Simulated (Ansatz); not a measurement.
Cartesian coordinates (Å):
```xyz
2

C      0.5800     0.0000     0.0000
N     -0.5801     0.0000     0.0000
```
Charge 0, spin multiplicity 2.

All values below come from Ansatz (a quantum-chemistry and plane-wave program) with frozen-core CCSD(T)/def2-TZVPP // PBE0-D4/def2-TZVP.

```yaml
HF energy: -92.23908 Ha
MP2 correlation energy: -0.27539 Ha
```

Q: Estimate the CCSD correlation energy, the (T) correction, the total energy and the T1 diagnostic.

A: 
```
Item                            Value
-----------------------  ------------
CCSD correlation energy   -0.31082 Ha
(T) correction            -0.01799 Ha
CCSD(T) total energy     -92.56789 Ha
T1 diagnostic                   0.086
```
